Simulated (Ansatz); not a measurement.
Cost and result for the atomization energy of `OCOC(F)F` (10 atoms, 9 bonds).

```xyz
10

O     1.477    0.418    0.805
C     0.713   -0.667    0.404
O    -0.669   -0.363    0.337
C    -1.012    0.465   -0.685
F    -1.039   -0.217   -1.858
F    -2.254    0.898   -0.444
H     1.266    0.624    1.721
H     0.769   -1.506    1.101
H     1.087   -0.969   -0.576
H    -0.337    1.317   -0.805
```

Total charge 0; spin multiplicity 1. All single points use the PBE0-D4/def2-TZVP geometry. It is one conformer, not always the lowest. Program: Ansatz. All runs use 4 threads of an Arm Neoverse V1 on a shared host. Times are those of one run each, without the atoms' runs, and a repeat can differ threefold. Electronic energies, without spin–orbit coupling; frozen cores. CCSD(T)/CBS adds CCSD(T) − MP2 in def2-TZVPP to the MP2 limit, and its time is that of the two runs behind it. T1 = 0.012. HSE06 is the plane-wave form, built on full-range PBE exchange.

CCSD(T)/CBS is a level of theory with its own doubt, some kJ/mol a heavy atom from the limit and from the frozen cores, so smaller differences don't rank the functionals.

| level | functions | wall time |
| --- | --- | --- |
| LDA (SPW92)/def2-TZVPP | 242 | 1.1 s |
| revPBE-D4/def2-TZVPP | 242 | 1.8 s |
| BLYP-D4/def2-TZVPP | 242 | 1.9 s |
| PBE-D4/def2-TZVPP (with forces) | 242 | 2.2 s |
| HSE06-D4/def2-TZVPP | 242 | 2.7 s |
| CAM-B3LYP-D4/def2-TZVPP | 242 | 2.8 s |
| r2SCANh-D4/def2-TZVPP | 242 | 4.3 s |
| B2PLYP/def2-TZVPP | 242 | 4.7 s |
| B97M-V/def2-TZVPP | 242 | 7 s |
| CCSD(T)/def2-SVP | 104 | 7.5 s |
| MP2/def2-QZVPP | 462 | 20 s |
| CCSD(T)/def2-TZVPP | 242 | 3.5 min |
| CCSD(T)/CBS(def2) | – | 3.9 min |

**Question.** What atomization energy does each give, and how far from CCSD(T)/CBS? (An estimate is asked.)

**Answer.** Ansatz gave: 
```
                          level  atomization (kJ/mol)  difference from CCSD(T)/CBS  per bond
         LDA (SPW92)/def2-TZVPP                4708.4                        774.3      86.0
           revPBE-D4/def2-TZVPP                3931.1                         -3.0      -0.3
             BLYP-D4/def2-TZVPP                3944.9                         10.8       1.2
PBE-D4/def2-TZVPP (with forces)                4077.2                        143.1      15.9
            HSE06-D4/def2-TZVPP                3943.4                          9.3       1.0
        CAM-B3LYP-D4/def2-TZVPP                3955.5                         21.4       2.4
          r2SCANh-D4/def2-TZVPP                3901.8                        -32.3      -3.6
              B2PLYP/def2-TZVPP                3883.9                        -50.2      -5.6
              B97M-V/def2-TZVPP                3916.7                        -17.4      -1.9
               CCSD(T)/def2-SVP                3722.7                       -211.4     -23.5
                 MP2/def2-QZVPP                4020.8                         86.7       9.6
             CCSD(T)/def2-TZVPP                3822.5                       -111.6     -12.4
              CCSD(T)/CBS(def2)                3934.1                          0.0       0.0
```

Leaving LDA and LC-ωPBE aside and taking each functional with its dispersion term where it has one, the values, not all of them listed here, spread over 357.8 kJ/mol, from BHLYP-D4 to PBE-D4. LDA lies +646.0 kJ/mol from PBE without D4, its usual overbinding. From r2SCAN to r2SCAN0 (25 % exact exchange), in def2-TZVPP and without D4, the atomization energy moves by −111.7 kJ/mol: exact exchange takes away binding that semilocal exchange gives to molecules. The D4 term adds +23.5 kJ/mol with B3LYP and +12.3 kJ/mol with PBE0; it sums over pairs of atoms, weighted by their polarisabilities, and B3LYP, whose exchange is more repulsive, gets the larger term.

B3LYP here is the variant with VWN-RPA as its local correlation; programs differ in this.
